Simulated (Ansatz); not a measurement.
## N, N2 molecule: geometry optimisation

Computed with Ansatz, DFT, RPBE, plane waves (420 eV) with PAW, scalar-relativistic. The PAW files were generated under PBE, with cores re-solved for the functional.

k-point mesh 1×1×1, Fermi-Dirac smearing 0.01 eV, no spin polarisation. The box is fixed.

Starting structure:

```
CELL_PARAMETERS angstrom
12.00000 0.00000 0.00000
0.00000 12.30000 0.00000
0.00000 0.00000 12.60000
ATOMIC_POSITIONS crystal
N 0.50000 0.50000 0.45635
N 0.50000 0.50000 0.54365
```

**Question.** What is the relaxed bond length?

**Answer.** 1.106 Å (start 1.100 Å).
